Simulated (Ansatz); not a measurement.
# How methods differ on SiH4 (silane)

The species is SiH4 (5 atoms), meant as a singlet with charge 0. As SMILES, `[SiH4]`. Geometry: relaxed at PBE0-D4/def2-TZVP.

```
atom    x (Å)    y (Å)    z (Å)
  Si   0.0000   0.0000  -0.0001
   H   0.9676  -0.6884   0.8909
   H  -1.3310   0.0449   0.6560
   H  -0.1051  -0.7403  -1.2826
   H   0.4685   1.3838  -0.2642
```

Each level gives the energy change with the Si1–H2 bond stretched from 1.485 to 2.969 Å (eV). The values are calculated.

| level | kind | program | value (eV) | less FCI/3-21G | CPU time (all runs) |
| --- | --- | --- | --- | --- | --- |
| PBE/3-21G (restricted) | GGA | Ansatz | 3.58 | +0.59 | 1.5 s |
| r2SCAN/3-21G (restricted) | meta-GGA | Ansatz | 3.80 | +0.81 | 3.7 s |
| B3LYP/3-21G (restricted) | global hybrid | Ansatz | 3.81 | +0.82 | 1.6 s |
| wB97M-V/3-21G (restricted) | range-separated hybrid | Ansatz | 4.14 | +1.15 | 22 s |
| B2PLYP/3-21G (restricted) | double hybrid | Ansatz | 3.84 | +0.85 | 2.1 s |
| RPA@PBE/3-21G (restricted) | RPA | Ansatz | 3.20 | +0.21 | 2.2 s |
| BCCD(T)/3-21G (restricted) | coupled cluster or CI | Ansatz | 3.00 | +0.01 | 0.33 s |
| CCSD(T)/3-21G (restricted) | coupled cluster or CI | Ansatz | 2.99 | 0.00 | 0.28 s |
| FCI/3-21G | exact in the basis | Ansatz | 2.99 | 0.00 | 20 s |

FCI/3-21G is exact within its basis and frozen core, so for wave-function methods in that basis the difference is their error; functionals converge differently with the basis, so for them it is only a difference. The first shape isn't each level's own minimum. The values span 2.99 to 4.14 eV. All rows use very small basis sets, so none should be taken for the real molecule's value. In so small a basis fixed costs decide the times, and correlated methods can beat functionals. CPU times are rough (shared hosts, several kinds of processor and program).
